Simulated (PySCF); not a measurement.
C4H8N: g tensor and hyperfine couplings

Compound: C4H8N (doublet state).
Atom-mapped SMILES: `[CH3:1][CH:2]/[N:3]=[CH:4]/[CH3:5]` (hydrogens: H6, H7, H8 on C1; H9 on C2; H10 on C4; H11, H12, H13 on C5)

Structure used (GFN2-xTB), in Å, numbered top down from 1:
```xyz
13
C4H8N angstrom
C     -2.3736    0.3857    0.6511
C     -1.1766   -0.3045    0.1212
N      0.0176    0.1631    0.3674
C      1.0995   -0.4133   -0.0827
C      2.4310    0.1550    0.2236
H     -2.9494   -0.2863    1.2904
H     -2.0740    1.2601    1.2214
H     -3.0298    0.6920   -0.1659
H     -1.3300   -1.2094   -0.4780
H      1.0579   -1.3222   -0.6935
H      2.9604    0.4057   -0.6977
H      3.0440   -0.5735    0.7579
H      2.3187    1.0480    0.8313
```

The hyperfine couplings belong to this conformer and change with its torsions.

Method used: PySCF, UKS B3LYP, pcH-1 on C H N, non-relativistic, mean-field spin-orbit, GIAO. Isolated species at its GFN2-xTB geometry (one conformer only). GFN2-xTB frequencies show an imaginary mode (175i cm⁻¹), so this geometry is no minimum at that level. A GFN2-xTB geometry isn't a minimum of the functional, and hyperfine couplings can be far from their values at a DFT geometry. No stability test was run, so a lower SCF solution isn't excluded.

- g1, g2, g3: 2.00216, 2.00233, 2.00259
- g_iso: 2.00236
- Form of g: rhombic: the two nearest values differ by 39 % of g3 − g1
- ⟨S²⟩: 0.7718 (exact 0.7500)
- HOMO–LUMO gap, α and β orbitals: 5.66, 5.02 eV
- Total energy: -211.95973 Eh
- Basis functions: 205

Isotropic coupling and dipolar principal values T1 to T3, in MHz; ρ(0) is the spin density at the nucleus:

```
atom  isotope  a_iso     T1     T2     T3  Mulliken spin population  ρ(0) (bohr⁻³)
  C1      13C  -22.6   -1.7    0.7    1.0                     -0.06        -0.0201
  C2      13C   61.9  -54.0  -51.7  105.7                      0.62         0.0551
  N3      14N  -13.3  -13.4    5.9    7.5                     -0.20        -0.0411
  C4      13C   61.9  -54.1  -51.7  105.8                      0.62         0.0551
  C5      13C  -22.6   -1.7    0.7    1.0                     -0.06        -0.0201
  H6       1H   75.3   -3.6   -2.5    6.1                      0.03         0.0169
  H7       1H    2.0   -3.1   -2.5    5.6                      0.00         0.0004
  H8       1H   75.4   -3.6   -2.5    6.1                      0.03         0.0169
  H9       1H  -39.8  -20.6   -2.8   23.4                     -0.03        -0.0089
 H10       1H  -39.8  -20.6   -2.8   23.4                     -0.03        -0.0089
 H11       1H   75.4   -3.6   -2.5    6.1                      0.03         0.0169
 H12       1H   75.5   -3.6   -2.5    6.1                      0.03         0.0169
 H13       1H    2.0   -3.1   -2.5    5.6                      0.00         0.0005
```

The Mulliken spin populations are largest on C4 (+0.62), C2 (+0.62) and N3 (-0.20). The positive populations add up to 1.37 and the negative ones to -0.37, together 2S = 1. The angles at C4 add up to 360.0°, so it is planar; its axial dipolar tensor and the negative coupling of its proton fit spin in a p orbital normal to that plane.

Axes: g3 points within 3° of the C4–H10 bond.

Under fast tumbling the dipolar parts average out, and these isotropic splittings remain: 6 × 1H (H6 (×6), I = 1/2, 7 lines) with 1.82 mT, 2 × 1H (H9/H10, I = 1/2, 3 lines) with 1.42 mT and 1 × 14N (N3, I = 1, 3 lines) with 0.47 mT.

Nuclei that the bonding pattern makes equivalent are averaged, as if the motion that swaps them (rotation, inversion, ring flip) were fast. The six 1H nuclei of mean +51.0 MHz run from 2.0 to 75.5 MHz in the frozen geometry.

The 13C coupling of C2/C4 (mean 61.9 MHz) shows only in satellite lines or after enrichment, since that isotope makes up about 1.07 % of natural carbon.
